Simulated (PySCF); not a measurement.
All values below come from PBE-D3(BJ)/def2-TZVP // PBE-D3(BJ)/def2-SVP run with PySCF 2.14.0. All species are isolated molecules in the gas phase. 

Reference species (SMILES): `C[N]C` (neutral, multiplicity 2).

* **dipole moment**: 1.70 D
* **highest occupied spin orbital**: -5.56 eV

Changed species: `[OH]` (free radical OH; the reference has free radical N(CH3)2).

### Question
What does the change do to the dipole moment and highest occupied spin orbital?

### Answer
the dipole moment hardly moves; the highest occupied spin orbital drops by 1.58 eV, to -7.14 eV.
